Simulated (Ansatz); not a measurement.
HGeBr, triplet: the ladder up to UCCSDTQ

Geometry: that of the HGeBr, singlet, kept fixed. The singlet lies 1.8 eV lower here.

```yaml
atoms:
  - { symbol: Ge, position_ang: [0.0000, -0.0382, 1.2160] }
  - { symbol: Br, position_ang: [0.0000, 0.0151, -1.1224] }
  - { symbol: H, position_ang: [0.0000, 1.5551, 1.3441] }
```

Basis cc-pVDZ; Ansatz 0.2.0. Only valence electrons are correlated (noble-gas cores and the filled d shells of p-block atoms frozen), which leaves 12 electrons in 31 orbitals. Prefix R: restricted or restricted open-shell reference; prefix U: unrestricted. Active spaces: valence = (12e, 9o) chosen from the atoms' valence shells. No spin–orbit coupling is included, and no scalar relativity.

Full CI isn't at hand for all of this; UCCSDTQ serves as the reference, and is uncertain by about the last step of the cluster series. The frozen core follows each run's orbitals, which can shift R against U totals by a few meV for light atoms and by up to 0.1 eV past Ca.

The UHF ⟨S²⟩ is 2.013 and the T1 diagnostic (RCCSD) is 0.0317. The largest doubles amplitude (RCCSD) is 0.035 and the T1 diagnostic (UCCSD) is 0.0238.

```tsv
level	E − E(UCCSDTQ) (mEh)	wall time
UHF	206.87	–
UMP2	32.10	–
UCCSD	6.44	–
UCCSD(T)	1.35	7 s
UCCSDT	0.42	–
UCCSDT(Q)	-0.04	18 s
```

Run but not shown, since their state, orbitals or frozen core can't be matched to the reference's or they repeat it: RHF, RMP2, CISD, RCCSD, RCCSD(T), BCCD(T), RCCSDT, RCCSDT(Q), RCCSDTQ, CASSCF (valence space), NEVPT2 (valence space), MRCISD (valence space), MRCISD+Q (valence space).

Times hold each run's SCF and search for its determinant on a shared host, so for small cases they say little of a method's own cost; they ran on 1 thread of AMD EPYC 7R13. Some runs computed forces too.

Natural occupations of CASSCF (valence space) about the gap: 1.995 1.978 1.962 1.007 1.003 0.031 0.027; effectively unpaired electrons, Σ n²(2−n)², 2.01.
